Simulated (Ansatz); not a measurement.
# C$_{3}$H$_{4}$, singlet in 6-31G*: errors against RCCSDT(Q)

Geometry: MP2(full)/6-31G*, from the G2/97 set.

```yaml
atoms:
  - { symbol: C, position_ang: [0.0000, 0.0000, 0.1552] }
  - { symbol: C, position_ang: [0.0000, 0.0000, 1.3734] }
  - { symbol: C, position_ang: [0.0000, 0.0000, -1.3062] }
  - { symbol: H, position_ang: [0.0000, 0.0000, 2.4391] }
  - { symbol: H, position_ang: [0.0000, 1.0211, -1.6959] }
  - { symbol: H, position_ang: [0.8843, -0.5106, -1.6959] }
  - { symbol: H, position_ang: [-0.8843, -0.5106, -1.6959] }
```

Basis 6-31G* (Cartesian d functions); Ansatz 0.2.0. Only valence electrons are correlated (noble-gas cores frozen), which leaves 16 electrons in 50 orbitals. Prefix R: restricted or restricted open-shell reference. Active spaces: frontier = (8e, 8o) about the gap.

Full CI isn't at hand for all of this; RCCSDT(Q) serves as the reference, and is uncertain by about the last step of the cluster series.

```
UHF ⟨S²⟩                          : 0.000
T1 diagnostic (RCCSD)             : 0.0119
largest doubles amplitude (RCCSD) : 0.087
```

From what is known of these methods and the diagnostics, rank them by the size of their error in total energy against RCCSDT(Q) in 6-31G*, smallest first (an estimate: the text doesn't fix the numbers).
A. MRCISD (frontier space)
B. CASSCF (frontier space)
C. CISD
D. RMP2
E. RCCSD(T)

E (4.4 kJ/mol), A (77.5 kJ/mol), D (115.1 kJ/mol), C (159.9 kJ/mol), B (799.1 kJ/mol).

All errors are against RCCSDT(Q) in 6-31G*. Within each family the higher level lies nearer, as is usual though not guaranteed.

Atomization energy (electronic, same basis, no zero-point term; atoms at the same level, unrestricted beside the R rows where the molecule is a closed shell, with restricted open-shell steps beyond CCSDT(Q)) at RCCSDT(Q): 2713.7 kJ/mol. Errors of other levels:

```
   level  error (kJ/mol)
     RHF          -544.0
    RMP2            42.9
    CISD          -146.9
   RCCSD           -35.7
RCCSD(T)            -2.1
 BCCD(T)            -1.4
  RCCSDT            -2.9
```

This basis is far from its limit, so the value isn't to be set against a measured one. Truncated CI isn't size-consistent, which counts against it in atomization.
